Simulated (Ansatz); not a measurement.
# AlBH6Si: the cost of one run

Program: Ansatz 0.2.0. Level of theory: RKS PBE-D4/STO-3G. These are calculated values, not measurements.

**1. The structure to begin with**

Bond lengths: B1–Al2 2.097 Å, Al2–Si3 2.429 Å, B1–H4 1.182 Å, B1–H5 1.180 Å, Al2–H6 1.584 Å, Si3–H7 1.483 Å, Si3–H8 1.486 Å, Si3–H9 1.481 Å. Angles: B1–Al2–Si3 133.4°, B1–Al2–H6 113.9°, Si3–Al2–H6 112.7°, Al2–B1–H4 123.8°, Al2–B1–H5 122.7°, H4–B1–H5 113.5°, Al2–Si3–H7 116.7°, Al2–Si3–H8 113.7°, Al2–Si3–H9 115.4°, H7–Si3–H8 102.8°, H7–Si3–H9 103.3°, H8–Si3–H9 103.2°.

Coordinates:

```xyz
9

B    -1.2252    1.1142   -1.6561
Al    0.0368    0.7861   -0.0132
Si    0.8215   -1.2164    1.1154
H    -1.7405    0.2472   -2.2727
H    -1.4980    2.1944   -2.0459
H     0.5853    2.1155    0.6511
H     2.1542   -1.7281    0.7141
H    -0.0583   -2.3976    0.9178
H     0.9243   -1.1155    2.5897
```

**2. Preparing the start**

input.yaml

```yaml
crystal:
  periodic: [false, false, false]
  atoms:
    - { symbol: B, position_ang: [-1.22522, 1.11425, -1.65613] }
    - { symbol: Al, position_ang: [0.03678, 0.7861, -0.01325] }
    - { symbol: Si, position_ang: [0.82145, -1.21641, 1.11536] }
    - { symbol: H, position_ang: [-1.74048, 0.24725, -2.27275] }
    - { symbol: H, position_ang: [-1.49802, 2.1944, -2.04589] }
    - { symbol: H, position_ang: [0.58532, 2.11554, 0.65107] }
    - { symbol: H, position_ang: [2.15424, -1.72806, 0.71412] }
    - { symbol: H, position_ang: [-0.05835, -2.39763, 0.91778] }
    - { symbol: H, position_ang: [0.92428, -1.11545, 2.58969] }
basis:
  gaussian: { orbitals: STO-3G }
hamiltonian:
  xc: pbe
  dispersion: d4
relax:
  f_tol: 0.02
  max_steps: 40
```

Launch:

```console
> ansatz run input.yaml --threads 1 --pin off --max-ram 2048MiB --backend cpu --events-out ev --progress --plain --runs-dir out
```

Q: Estimate wall time and peak memory on 1 thread of Arm Neoverse V1, shared host.

About 20 s, with a peak of 0.12 GiB.
